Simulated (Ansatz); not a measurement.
A structure relaxed at PBE0-D4/def2-TZVP in Ansatz, charge 1, doublet:

```xyz
6

Li   -0.926   -2.051   -0.939
Li    1.716    0.653   -0.252
Li   -0.881    1.212    1.110
H    -0.730   -0.574   -0.081
H     0.135   -0.760   -0.534
H     0.684    1.520    0.697
```

Question: Give its formula and point group.

Answer: Li₃H₃⁺. Point group C2v (tolerance 0.1 Å).

Question: Summarise the bond lengths by kind (pairs closer than 1.2 times the sum of covalent radii, bridged metal pairs left out).

Answer: 4 × H–Li 1.65 to 1.72 Å.

In the doublet, H4 and H5 lie 0.99 Å apart (atoms count from 1), so these atoms are partly bonded to each other. Another isomer (doublet) lies 0.79 eV lower at PBE0-D4/def2-TZVP; other spin states weren't run for this one.
